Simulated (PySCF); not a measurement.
Gas-phase thermal properties of BF

Method: PySCF energies (xtb for GFN2) plus ideal-gas RRHO corrections (1 bar). The comparison is the NASA 1993 polynomial table, which mixes measured and estimated data. 6-31G* has spherical d functions here. All species are closed-shell singlets. B3LYP is the form with VWN-RPA correlation. The harmonic model lacks anharmonicity and excited electronic states, which grow with temperature; levels with a mode under 35 cm⁻¹ are left out. The table's entry may be an old estimate for BF (not checked at source).

```tsv
level	point group	σ	ZPE (kJ/mol)	S°298 (J/mol/K)	Cp298 (J/mol/K)	S°1000 (J/mol/K)	H1000 − H298 (kJ/mol)
table	-	-	-	200.5	29.6	239.6	23.1
B3LYP/6-31G*	C∞v	1	8.4	200.5	29.5	239.4	23.0
GFN2-xTB	C∞v	1	9.4	200.1	29.3	238.4	22.6
HF/6-31G*	C∞v	1	8.8	200.3	29.4	239.0	22.8
PBE/def2-SVP	C∞v	1	8.3	200.5	29.6	239.5	23.0
PBE0/def2-TZVP	C∞v	1	8.5	200.4	29.5	239.2	22.9
```
σ: rotational symmetry number. Electronic degeneracy used: 1. Frequencies are unscaled.
